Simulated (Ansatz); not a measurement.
**[BH3]− (SMILES [BH3-]): levels of theory compared**

Aim: a comparison of 6 runs (U-r2SCAN/3-21G, UPBE0/3-21G, U-r2SCAN0/6-31G*, UPBE/6-31G*, UCCSDT(Q)/3-21G, UCCSDT(Q)/6-31G*) of [BH3]−. 

Program for the calculation: Ansatz 0.2.0.

2 further runs of the same task are left out: 2 set aside as unsound or not needed.

**1. The structure to begin with**

[BH3]−: 4 atoms, total charge -1, spin state doublet. As SMILES, `[BH3-]`. The H3–B1 distance was set to 3.134 Å, away from the relaxed value. At this shape a bond of the SMILES string is far longer than usual.

Bond lengths: B1–H2 1.254 Å, B1–H4 1.254 Å. Angles: H2–B1–H4 111.5°.

**2. A single-point energy at U-r2SCAN/3-21G (run 1)**

The input, input.yaml:

```yaml
crystal:
  periodic: [false, false, false]
  atoms:
    - {symbol: B, position_ang: [0.794904, 1.648253, -0.762072]}
    - {symbol: H, position_ang: [1.561554, 2.138143, 0.100218]}
    - {symbol: H, position_ang: [-0.279230, -1.161080, 0.118390]}
    - {symbol: H, position_ang: [-0.143796, 2.431443, -1.041352]}
basis:
  gaussian:
    orbitals: 3-21G.json
total_charge: -1
magnetization:
  spin_polarized: true
  initial_magnetization: 1
hamiltonian:
  xc: {name: r2SCAN}
accuracy: high
```

The basis set 3-21G is read from a file made from the Basis Set Exchange's data (not shown).

Command:

```sh
$ ansatz run input.yaml --threads 1 --pin off --max-ram 2610MiB --events-out events.jsonl --progress --plain --runs-dir runs
```

Output:

```text
Warning: RAYON_NUM_THREADS=1 ignored (pool sized by the plan → 1); use --threads N
Functional definition: r2SCAN
  name "r2SCAN"
  parameter k0 = 0.174
  parameter k1 = 0.065
  parameter a1 = 4.9479
  exchange = r2scan_x(k0 = k0, k1 = k1, a1 = a1)
  correlation = r2scan_c
284 factors; integrals over basis functions are off by at most 2.8e-9 eV
mean field evaluation 1: about -712.3920 eV, gradient 1.1e1 eV
mean field evaluation 2: about -694.0363 eV, gradient 2.8e1 eV
mean field evaluation 4: about -714.9326 eV, gradient 1.5e0 eV
mean field evaluation 8: about -715.0516 eV, gradient 1.8e0 eV
mean field evaluation 16: about -715.0796 eV, gradient 1.4e-3 eV
mean field evaluation 32: about -714.9465 eV, gradient 2.9e-2 eV
mean field -715.07955624 eV, -26.2786889934 hartree, gradient 4.6e-8 eV, S^2 1.232677; 1 other end points of the search recorded, 0 dependent functions left out
reference -715.07955721 eV, -26.2786890292 hartree; 5, 4 occupied and 10, 11 virtual orbitals, 284 factors
Total energy: -715.07955721 eV, -26.2786890292 hartree
```

It took 3.3 s on 1 thread of Arm Neoverse V1, shared host; peak memory 0.15 GiB.

**3. A single-point energy at UPBE0/3-21G (run 2)**

The input, in.yaml:

```yaml
crystal:
  periodic: [false, false, false]
  atoms:
    - {symbol: B, position_ang: [0.794904, 1.648253, -0.762072]}
    - {symbol: H, position_ang: [1.561554, 2.138143, 0.100218]}
    - {symbol: H, position_ang: [-0.279230, -1.161080, 0.118390]}
    - {symbol: H, position_ang: [-0.143796, 2.431443, -1.041352]}
basis:
  gaussian: {orbitals: 3-21G.json}
total_charge: -1
magnetization: {spin_polarized: true, initial_magnetization: 1}
hamiltonian: {xc: {name: PBE0}}
accuracy: high
```

The basis set 3-21G is read from a file made from the Basis Set Exchange's data (not shown).

Command:

```sh
$ ansatz run in.yaml --threads 1 --pin off --max-ram 2610MiB --events-out events.jsonl --progress --plain --runs-dir runs
```

Output:

```text
Warning: RAYON_NUM_THREADS=1 ignored (pool sized by the plan → 1); use --threads N
Functional definition: PBE0
  name "PBE0"
  parameter a = 0.25
  parameter kappa = 0.804
  parameter beta = 0.06672455060314922
  exchange = (1 - a)*pbe_x(kappa = kappa, mu = beta*pi^2/3) + a*exact_x
  correlation = pbe_c(beta = beta)
284 factors; integrals over basis functions are off by at most 2.8e-9 eV
mean field evaluation 1: about -711.6385 eV, gradient 1.1e1 eV
mean field evaluation 2: about -694.4759 eV, gradient 2.7e1 eV
mean field evaluation 4: about -713.9436 eV, gradient 2.2e0 eV
mean field evaluation 8: about -714.0990 eV, gradient 8.3e-1 eV
mean field evaluation 16: about -714.1965 eV, gradient 4.8e-4 eV
mean field evaluation 32: about -714.0990 eV, gradient 2.6e-6 eV
mean field -714.19650973 eV, -26.2462376328 hartree, gradient 6.4e-8 eV, S^2 1.200581; 1 other end points of the search recorded, 0 dependent functions left out
reference -714.19651143 eV, -26.2462376952 hartree; 5, 4 occupied and 10, 11 virtual orbitals, 284 factors
Total energy: -714.19651143 eV, -26.2462376952 hartree
```

Wall time 1.4 s (1 thread of Arm Neoverse V1, shared host); peak memory 0.1 GiB.

Run 3 isn't shown in full; the table further down has it.

**4. A single-point energy at UPBE/6-31G(d) (spherical functions) (run 4)**

Edit input.yaml of step 2 so:

```diff
@@ -1 +1,4 @@
+basis:
+  gaussian:
+    orbitals: 6-31G_st_-spherical.json
 crystal:
@@ -7,5 +10,2 @@
     - {symbol: H, position_ang: [-0.143796, 2.431443, -1.041352]}
-basis:
-  gaussian:
-    orbitals: 3-21G.json
 total_charge: -1
@@ -15,3 +15,3 @@
 hamiltonian:
-  xc: {name: r2SCAN}
+  xc: {name: PBE}
 accuracy: high
```

The basis set 6-31G* is read from a file made from the Basis Set Exchange's data (not shown).

Command:

```sh
$ ansatz run input.yaml --threads 1 --pin off --max-ram 2610MiB --events-out events.jsonl --progress --plain --runs-dir runs
```

Output:

```text
Warning: RAYON_NUM_THREADS=1 ignored (pool sized by the plan → 1); use --threads N
Functional definition: PBE
  name "PBE"
[... 2 set-up lines as earlier in the session ...]
  exchange = pbe_x(kappa = kappa, mu = beta*pi^2/3)
[... 1 set-up line as earlier in the session ...]
407 factors; integrals over basis functions are off by at most 5.1e-9 eV
mean field evaluation 1: about -715.5381 eV, gradient 1.2e1 eV
mean field evaluation 2: about -695.0991 eV, gradient 3.2e1 eV
mean field evaluation 4: about -717.9522 eV, gradient 3.1e0 eV
mean field evaluation 8: about -718.1036 eV, gradient 1.0e0 eV
mean field evaluation 16: about -718.1160 eV, gradient 1.2e-3 eV
mean field evaluation 32: about -717.4992 eV, gradient 3.4e0 eV
mean field -718.11600256 eV, -26.3902763375 hartree, gradient 9.8e-9 eV, S^2 1.012378; 3 other end points of the search recorded, 0 dependent functions left out
reference -718.11600478 eV, -26.3902764193 hartree; 5, 4 occupied and 15, 16 virtual orbitals, 407 factors
Total energy: -718.11600478 eV, -26.3902764193 hartree
```

Run time: 2.6 s. Hardware: 1 thread of Arm Neoverse V1, shared host; peak memory 0.1 GiB.

Run 5 isn't shown in full; the table further down has it.

**5. The energy at UCCSDT(Q)/6-31G(d) (spherical functions) (run 6)**

The input, run.yaml:

```yaml
crystal:
  periodic: [false, false, false]
  atoms:
    - {symbol: B, position_ang: [0.794904, 1.648253, -0.762072]}
    - {symbol: H, position_ang: [1.561554, 2.138143, 0.100218]}
    - {symbol: H, position_ang: [-0.279230, -1.161080, 0.118390]}
    - {symbol: H, position_ang: [-0.143796, 2.431443, -1.041352]}
basis:
  gaussian: {orbitals: 6-31G_st_-spherical.json}
total_charge: -1
magnetization: {spin_polarized: true, initial_magnetization: 1}
correlation: {method: ccsdt_q, frozen_orbitals: {B: 1, H: 0}}
accuracy: high
scf: {omitted_lower_state_checks: [cluster_reference, increment]}
```

The basis set 6-31G* is read from a file made from the Basis Set Exchange's data (not shown).

Command:

```sh
$ ansatz run run.yaml --threads 1 --pin off --max-ram 2610MiB --events-out events.jsonl --progress --plain --runs-dir runs
```

Output:

```text
Warning: RAYON_NUM_THREADS=1 ignored (pool sized by the plan → 1); use --threads N
[... 14 lines left out ...]
1 core orbitals not correlated: weight in the atoms' cores, before any rotation towards them, 1.000 or more for the frozen orbitals, at most 0.000 for the correlated occupied ones
[... 62 lines left out ...]
Total energy: -715.80225974 eV, -26.3052478571 hartree
Checks for a lower state left out: cluster_reference, increment
```

It took 2.3 s on 1 thread of Arm Neoverse V1, shared host; peak memory 0.095 GiB.

**6. Overview of the runs**

| run | level | frozen core orbitals | energy (Eh) | ⟨S²⟩ | wall time |
| --- | --- | --- | --- | --- | --- |
| 1 | U-r2SCAN/3-21G | – | -26.278689 | 1.233 | 3.3 s |
| 2 | UPBE0/3-21G | – | -26.246238 | 1.201 | 1.4 s |
| 3 | U-r2SCAN0/6-31G* (spherical functions) | – | -26.420030 | 1.200 | 3.6 s |
| 4 | UPBE/6-31G* (spherical functions) | – | -26.390276 | 1.012 | 2.6 s |
| 5 | UCCSDT(Q)/3-21G | 1 | -26.137214 | 1.624 | 1.1 s |
| 6 | UCCSDT(Q)/6-31G* (spherical functions) | 1 | -26.305248 | 1.545 | 2.3 s |

**7. Summary of results**

| quantity | value |
| --- | --- |
| run 6: total energy | -26.30525 Eh |
| run 6: correlation energy (1 core orbital frozen) | -96.9 mEh |
| run 6: ⟨S²⟩ of the reference determinant | 1.545 |
| run 6: T1 diagnostic | 0.127 |

**Reading.** Totals of different functionals can't be ranked against each other. Spin contamination of the reference: run 5 ⟨S²⟩ = 1.62, run 6 ⟨S²⟩ = 1.54, run 1 ⟨S²⟩ = 1.23, run 2 ⟨S²⟩ = 1.20, run 3 ⟨S²⟩ = 1.20, run 4 ⟨S²⟩ = 1.01. Where it is this large, the reference is a mixture of spin states, and values that rest on it are in doubt. All runs together took 14 s, the longest 3.6 s.
